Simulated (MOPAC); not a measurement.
MOPAC input (PM6):

```
PM6 FORCE THERMO(298,298) PRECISE LET UHF MS=0.5 GEO-OK AUX(PRECISION=9) THREADS=1
C5H7

C     0.01480181 1    0.04410670 1    0.03902324 1
C     0.12327141 1    0.72838438 1    1.30142173 1
C     0.01675672 1   -0.73905700 1    1.33560561 1
C     0.71363636 1   -0.01367033 1   -1.28523448 1
C    -0.80341232 1    0.09806224 1   -1.21517472 1
H     0.21334392 1    1.61494315 1    1.83159177 1
H    -0.90175635 1   -1.21379824 1    1.68259289 1
H     0.88384173 1   -1.34520616 1    1.60054422 1
H     1.16865127 1   -0.94818834 1   -1.60709083 1
H     1.30125636 1    0.84057287 1   -1.61593706 1
H    -1.41772165 1   -0.75772498 1   -1.48762718 1
H    -1.28764299 1    1.03124797 1   -1.49640891 1
```

Task: Which zero-point energy does it print?

Result: 59.11 kcal/mol, from the harmonic wavenumbers of PM6.
